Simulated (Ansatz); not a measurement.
`C#C/C=C/C` + `C#CC` → `C#CC#CC` + propene at 700 K and 1 bar (formal exchange of groups at a C–C bond).

Isolated molecules relaxed with PBE0-D4/def2-TZVP in Ansatz; ΔE leaves out vibrations. CCSD(T)/CBS adds triple-zeta CCSD(T) − MP2 to the extrapolated MP2 energy (def2 sets, frozen cores). This one scheme is used for every species.

| species | CCSD(T)/CBS energy (Eh) | H − E (kJ/mol) | S (J/(mol·K)) |
| --- | --- | --- | --- |
| `C#C/C=C/C` | -193.78897 | 305.3 | 417.7 |
| `C#CC` | -116.49627 | 191.4 | 312.9 |
| `C#CC#CC` | -192.54249 | 237.4 | 389.1 |
| `C=CC` | -117.74610 | 260.0 | 340.6 |

H − E and S are ideal-gas, rigid-rotor, harmonic terms from PBE0-D4/def2-TZVP. 1 Eh = 2625.50 kJ/mol, R = 8.31446 J/(mol·K).

Question: By hand: ΔE, ΔH, ΔS and ΔG.

Answer: ΔE = (-192.54249) + (-117.74610) − (-193.78897) − (-116.49627) = -0.00335 Eh = -8.8 kJ/mol. Δ(H − E) = 237.4 + 260.0 − 305.3 − 191.4 = 0.7, so ΔH = -8.1 kJ/mol. ΔS = 389.1 + 340.6 − 417.7 − 312.9 = -0.9 J/(mol·K). ΔG = -8.1 − 700 × (-0.9)/1000 = -7.5 kJ/mol.

Question: By hand: the equilibrium constant, and the temperature at which ΔG would vanish if ΔH and ΔS stayed fixed.

Answer: log₁₀ K = −ΔG/(RT ln 10) = 0.6. ΔG = 0 at ΔH/ΔS = 9000 K, far beyond where these terms or the molecules hold.

The number of gas molecules stays the same, so ΔS is small and ΔH decides. A doubt of 5 kJ/mol in ΔE shifts log₁₀ K by 0.4 here. These are equilibria of isolated gas molecules and say nothing of rates. Largest T1 diagnostic: 0.013 (customary marks: 0.02 for closed shells, 0.045 for open ones).
